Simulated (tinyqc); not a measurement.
Inside a calculation. Method: extended Hueckel theory, for CO. One step of it, computed by the program tinyqc.

Problem. Mulliken analysis. P = C n C^T; charge = valence electrons (O 6, C 4) minus the sum of (P S)_ii on the atom; overlap population = 2 sum P_ij S_ij between two atoms.

coefficients:
```
,MO1,MO2,MO3,MO4,MO5,MO6,MO7,MO8
1C 2s,0.245291,0.693013,0.000000,0.000000,0.408203,0.000000,0.000000,1.181048
1C 2px,0.000000,0.000000,0.271306,0.116350,0.000000,-0.344446,0.942993,0.000000
1C 2py,0.000000,0.000000,-0.116350,0.271306,0.000000,0.942993,0.344446,0.000000
1C 2pz,-0.004921,-0.324815,0.000000,0.000000,-0.533645,0.000000,0.000000,1.336077
2O 2s,0.866013,-0.333888,0.000000,0.000000,0.019922,0.000000,0.000000,-1.331164
2O 2px,0.000000,0.000000,0.801802,0.343855,0.000000,0.198256,-0.542766,0.000000
2O 2py,0.000000,0.000000,-0.343855,0.801802,0.000000,-0.542766,-0.198256,0.000000
2O 2pz,0.027096,-0.502628,0.000000,0.000000,0.735580,0.000000,0.000000,0.921436
```

occupations: 2.000000  2.000000  2.000000  2.000000  2.000000  0.000000  0.000000  0.000000

overlap S:
```
,1C 2s,1C 2px,1C 2py,1C 2pz,2O 2s,2O 2px,2O 2py,2O 2pz
1C 2s,1.000000,0.000000,0.000000,0.000000,0.466441,0.000000,0.000000,-0.347295
1C 2px,0.000000,1.000000,0.000000,0.000000,0.000000,0.294580,0.000000,0.000000
1C 2py,0.000000,0.000000,1.000000,0.000000,0.000000,0.000000,0.294580,0.000000
1C 2pz,0.000000,0.000000,0.000000,1.000000,0.531448,0.000000,0.000000,-0.279454
2O 2s,0.466441,0.000000,0.000000,0.531448,1.000000,0.000000,0.000000,0.000000
2O 2px,0.000000,0.294580,0.000000,0.000000,0.000000,1.000000,0.000000,0.000000
2O 2py,0.000000,0.000000,0.294580,0.000000,0.000000,0.000000,1.000000,0.000000
2O 2pz,-0.347295,0.000000,0.000000,-0.279454,0.000000,0.000000,0.000000,1.000000
```

Give: charges; Overlap populations.

Solution.

charges: 1C 0.907, 2O -0.907

Overlap populations:
```
pair,value
2-1,1.099582
```
